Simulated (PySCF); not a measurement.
# Molecular orbitals of NaS

B3LYP at R = 2.503 Å; basis Na jorge-DZP-DKH, S jorge-DZP-DKH; spin-free X2C with a Gaussian nucleus; PySCF 2.14. State: ²Π (doublet), unpaired electrons π ↑. Only the outer orbitals are listed, counted within each symmetry.

| spin | orbital | occ. | ε (eV) | on Na (%) | main shells (%) |
| --- | --- | --- | --- | --- | --- |
| α | 2π | 1 | -32.28 | 100 | 100 Na p |
| α | 2π | 1 | -32.26 | 100 | 100 Na p |
| α | 6σ | 1 | -32.22 | 100 | 100 Na p |
| α | 7σ | 1 | -16.45 | 3 | 96 S s |
| α | 3π | 1 | -6.38 | 4 | 96 S p |
| α | 8σ | 1 | -5.75 | 11 | 88 S p, 10 Na s |
| α | 3π | 1 | -5.20 | 6 | 94 S p |
| α | 9σ | 0 | -2.00 | 95 | 76 Na s, 19 Na p |
| α | 4π | 0 | -0.16 | 99 | 96 Na p |
| α | 4π | 0 | -0.10 | 98 | 94 Na p |
| β | 2π | 1 | -32.28 | 100 | 100 Na p |
| β | 2π | 1 | -32.27 | 100 | 100 Na p |
| β | 6σ | 1 | -32.22 | 100 | 100 Na p |
| β | 7σ | 1 | -15.23 | 4 | 96 S s |
| β | 8σ | 1 | -5.38 | 13 | 86 S p, 12 Na s |
| β | 3π | 1 | -4.84 | 8 | 92 S p |
| β | 3π | 0 | -2.83 | 13 | 87 S p, 9 Na p |
| β | 9σ | 0 | -1.98 | 93 | 73 Na s, 20 Na p |
| β | 4π | 0 | -0.10 | 97 | 93 Na p |

Which are the highest filled and the lowest empty level, where do they sit, and how wide is the gap?

Highest filled β 3π at -4.84 eV (in %: 92 S p); lowest empty β 3π at -2.83 eV (in %: 87 S p, 9 Na p); the gap at B3LYP is 2.01 eV. Both belong to one degenerate shell, split only by its one-sided filling, so this is no excitation gap.

| Quantity | Value |
| --- | --- |
| bond order (Mayer) | 0.90 |
| ⟨S²⟩ | 0.754 |
| charge on Na (Mulliken, basis-dependent) | 0.50 |
| charge on Na (Löwdin, basis-dependent) | 0.08 |
| dipole moment (positive dipole means Na(−)S(+)) | -8.04 D |
| polarisability along the bond | 65.8 bohr³ |
| polarisability across the bond | 35.1 bohr³ |

The state is the lowest determinant that a PBE0 search found; another state may lie lower at other levels.
